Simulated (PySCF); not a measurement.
One step, two centres

1,2-elimination, with the central atom changed down its group and all else kept; in the first member these bonds form or tighten: C–H; these break or loosen: B–C, H–N.

Gas-phase electronic energies, without zero-point energy, by CCSD(T) at an estimated basis limit (MP2 extrapolated from triple and quadruple zeta, plus CCSD(T) − MP2 in triple zeta); PySCF 2.14 with density fitting (its default auxiliary sets; JK sets also for MP2 and CCSD(T)), def2-TZVPP and QZVPP, frozen cores, on PBE0-D4/def2-TZVP structures. Extrapolation: Hartree–Fock as exp(−7.88 √X), correlation as X^−2.97. All energies, in eV, count from the reactant; the end structure is reached by relaxing down from the saddle. Brackets give SMILES, or, where every atom is bracketed, only which atoms are joined. Steps whose reference was doubtful or whose search ended elsewhere are left out.

| reactants | products | saddle | end structure | saddle by PBE-D4/TZ |
| --- | --- | --- | --- | --- |
| CH₆BN ([CH3][BH][NH2]) | BNH₂ ([BH][NH]) + CH₄ | 3.521 | 1.372 | 3.195 |
| CH₆AlN ([CH3][AlH][NH2]) | AlNH₂ ([NH][AlH]) + CH₄ | ? | 2.613 | 2.886 |

(1) What is the height of the saddle for CH₆AlN ([CH3][AlH][NH2])? (An estimate is asked for; the value comes from the calculation.)

(2) How do the PBE-D4 saddles lie against the coupled-cluster estimate?

T1 diagnostic: at most 0.019.

For scale, one of the runs: CCSD(T)/def2-TZVPP, 188 basis functions, launched by `OMP_NUM_THREADS=4 python run.py`. The run took 4.7 min on 4 CPU threads of an Arm Neoverse V1 (shared host), with 1.6 GiB of host memory at its peak.

Answers

(1) The calculation gives: 3.225 eV relative to the reactant, the lower of the two.

(2) Both lower, by 0.325 to 0.339 eV.
